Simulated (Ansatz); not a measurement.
We consider pyrite PtSb₂, described by PBEsol in Ansatz (PAW).

Run with plane-wave cutoff 520 eV, 6×6×6 k mesh, Fermi–Dirac smearing 0.01 eV, scalar-relativistic PAW data made under PBE.

Computed at the level's own relaxed cell.

Question: Predict the lattice constant a.

Answer: 
* **lattice constant a**: 6.463 Å

The run finds no gap.

Measured, for comparison: lattice constant a 6.44 Å (temperature not stated, not corrected to a static lattice; as tabulated in Saeed et al. (2013), arXiv:1402.4256). Computed (rounded) less measured: lattice constant a +0.4 %.

Note: the gap of the solid is closed in this run; this level leaves the solid without a gap, although one is measured.

Spin–orbit coupling is not included; it can open a gap where bands touch, and shift volumes and moduli.

It cost roughly 6 core-minutes of CPU time.

Ansatz is a program for electronic structure.
